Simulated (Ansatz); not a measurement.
fcc Ir was calculated with LDA (Ansatz, a first-principles code, PAW).

Numerical settings: plane-wave cutoff 520 eV, 20×20×20 k mesh, Fermi–Dirac smearing 0.1 eV, perturbation theory, no spin polarisation, scalar-relativistic PAW data made under PBE.

The cell has the measured lattice parameters. Conventional cell: a = 3.8392 Å, b = 3.8392 Å, c = 3.8392 Å, α = 90.00°, β = 90.00°, γ = 90.00°.

```
CELL_PARAMETERS angstrom
      0.00000     1.91960     1.91960
      1.91960     0.00000     1.91960
      1.91960     1.91960     0.00000
ATOMIC_POSITIONS crystal
  Ir 0.00000 0.00000 0.00000
```

Harmonic phonon frequencies (cm⁻¹; i marks an imaginary mode):

```json
[
 {"q point": "X", "frequencies": "141 141 185"},
 {"q point": "L", "frequencies": "113 113 192"},
 {"q point": "W", "frequencies": "156 159 159"}
]
```

No imaginary mode appears at these points.

Note: the cell isn't this level's own, so it is under some stress, which shifts stiffness and frequencies.
